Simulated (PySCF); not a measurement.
Compound: PH3.
SMILES: `P`

The calculation used PBE0-D3(BJ)/def2-SVP geometry optimisation, gas phase (PySCF 2.14.0).

Take the most abundant isotopes and a rigid rotor. 

(1) Give the principal moments of inertia and the rotational constants in cm⁻¹.

(2) Classify the top.

(3) Is it planar, by Δ = Ic − Ia − Ib?

(4) Give the other two planar moments, Paa and Pbb, and the rms extents of the mass along the axes.

(5) Where do the R-branch lines fall?

(6) Estimate the classical rotational partition function at 298.15 K and 500 K.

Results:

(1) Ia = 3.84, Ib = 3.84, Ic = 4.33 u·Å²; 505379 MHz·u·Å²/I gives 131470, 131450 and 116795 MHz, that is A = 4.38538, B = 4.38469, C = 3.89587 cm⁻¹.

(2) An oblate symmetric top, as the point group C3v requires two equal moments; the computed ones differ by 0.02 % because the geometry is symmetric only within the optimiser's tolerance; Ray's κ = 0.997.

(3) Not planar: Δ = Ic − Ia − Ib = -3.36 u·Å². For a rigid frame Δ = −2 Σ m c², so Σ m c² = 1.68 u·Å² lies off the ab plane: 1.53 from hydrogen and 0.15 from heavier atoms. The atom farthest from that plane is 0.71 Å away.

(4) Paa = Σ m a² = (Ib + Ic − Ia)/2 = 2.16 and Pbb = Σ m b² = (Ia + Ic − Ib)/2 = 2.16 u·Å². With the mass M = 34.00 u, the rms extents √(P/M) along a, b and c are 0.25, 0.25, 0.22 Å.

(5) The dipole of 0.91 D lies along the symmetry axis, so ΔK = 0 and J+1 ← J falls at 2B(J+1) for every K: 262.92 GHz, 525.84 GHz, 788.76 GHz, 1051.68 GHz, 1314.60 GHz for J = 0 to 4.

(6) Point group C3v, symmetry number σ = 3; q = (√π/σ)·√((kT/h)³/(ABC)), k/h = 20836.6 MHz/K: 204 at 298.15 K, 442 at 500 K.

Not checked by PBE0-D3(BJ)/def2-SVP frequencies. Constants of a rigid frame at the computed geometry: no zero-point averaging, no centrifugal distortion.
